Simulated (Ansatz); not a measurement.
Basis sets compared for C2H2. Charge 0, multiplicity 1. Geometry PBE-D4/def2-TZVP. Ansatz on 4 threads of Arm Neoverse V1 on a shared host; times are rough, and most runs start from earlier orbitals.

```csv
atom,x (Å),y (Å),z (Å)
C1,-0.3578,-0.4237,-0.2388
C2,0.3578,0.4237,0.2388
H3,-0.9913,-1.1759,-0.6629
H4,0.9913,1.1759,0.6630
```

The structure comes from a short search, and lower isomers may exist.

Binding counts from free atoms (C triplet, H doublet) in the same basis, without a counterpoise term.

```
              level  functions  energy (Eh)  HOMO (eV)  LUMO (eV)  binding per atom (eV)  wall time
    PBE-D4/def2-SVP         38     -77.1632      -6.97       0.09                   4.51     0.15 s
   PBE-D4/def2-TZVP         74     -77.2523      -7.13      -0.26                   4.50      0.3 s
r2SCAN-D4/def2-TZVP         74     -77.3063      -7.36       0.10                   4.36     0.65 s
   PBE0-D4/def2-SVP         38     -77.1694      -8.29       1.19                   4.40      0.2 s
  PBE0-D4/def2-TZVP         74     -77.2568      -8.38       0.80                   4.38     0.35 s
```

Task: Estimate the rows for PBE-D4/def2-TZVPD, r2SCAN-D4/def2-TZVPD, PBE0-D4/def2-TZVPD.

Result: 
| level | functions | energy (Eh) | HOMO (eV) | LUMO (eV) | binding per atom (eV) | wall time |
| --- | --- | --- | --- | --- | --- | --- |
| PBE-D4/def2-TZVPD | 92 | -77.2528 | -7.16 | -0.36 | 4.50 | 0.4 s |
| r2SCAN-D4/def2-TZVPD | 92 | -77.3065 | -7.38 | 0.02 | 4.36 | 0.85 s |
| PBE0-D4/def2-TZVPD | 92 | -77.2571 | -8.40 | 0.65 | 4.38 | 0.4 s |
